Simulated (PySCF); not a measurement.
CH3O, SMILES [OH+]=C, charge +1.

Geometry: PBE-D3(BJ)/def2-TZVP. The isomer is the one that the SMILES or the coordinates give; other isomers of the formula were not compared.

All values below come from PBE/def2-TZVPD (PySCF).

Gas-phase values at a fixed geometry.

### Question
Estimate the frontier levels, gap, dipole moment and polarisability. (An estimate is asked for; the answer gives what the named calculation found.)

### Answer

```
Property                                                          Result
------------------------------------------------  ----------------------
highest occupied level                                         -16.86 eV
lowest empty level                                             -11.40 eV
orbital gap                                                      5.45 eV
dipole moment about the centre of nuclear charge                  1.97 D
mean static polarisability                          14.2 bohr³ (2.11 Å³)
polarisability, principal values                  10.2, 13.9, 18.6 bohr³
```
